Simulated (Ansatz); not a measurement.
Total energies of ClF.

```xyz
2

F     0.8059   -0.0718    0.0347
Cl   -0.8059    0.0718   -0.0347
```

Total charge 0; spin multiplicity 1. The geometry is a stationary point of PBE0-D4/def2-TZVP. Basis def2-TZVPP, Ansatz.

RPA on PBE orbitals: Hartree–Fock energy of these orbitals -558.87455 Eh, correlation -0.69455 Eh (frozen core).

```
             functional  energy without D4 (Eh)  D4 term (kJ/mol)
            LDA (SPW92)              -557.89862                 –
                    PBE              -559.74142              -1.2
                   BLYP              -560.01638              -2.9
                 B97M-V              -559.85647                 –
                   PBE0              -559.76990              -1.0
                  B3LYP              -560.03261              -2.0
                r2SCANh              -559.93406              -0.3
                r2SCAN0              -559.92170              -0.3
HSE06 (plane-wave form)              -559.75844              -0.9
                  BHLYP              -559.97509              -1.4
                LC-ωPBE              -559.83745                 –
                ωB97X-V              -559.91216                 –
                ωB97M-V              -559.97103                 –
                 B2PLYP              -559.83450                 –
```

Q: Give the same for revPBE, r2SCAN, CAM-B3LYP, PBE-QIDH. (An estimate is asked.)

A: The calculation gave: 
```csv
functional,energy without D4 (Eh),D4 term (kJ/mol)
revPBE,-559.90450,-4.6
r2SCAN,-559.94270,-0.3
CAM-B3LYP,-560.00955,-1.0
PBE-QIDH,-559.67015,–
```

B3LYP takes the VWN-RPA correlation (the form of Gaussian; ORCA's B3LYP/G). HSE06 is the plane-wave form, built on full-range PBE exchange. The double hybrids freeze the cores in their second-order part.

LC-ωPBE has ω = 0.4 bohr⁻¹.
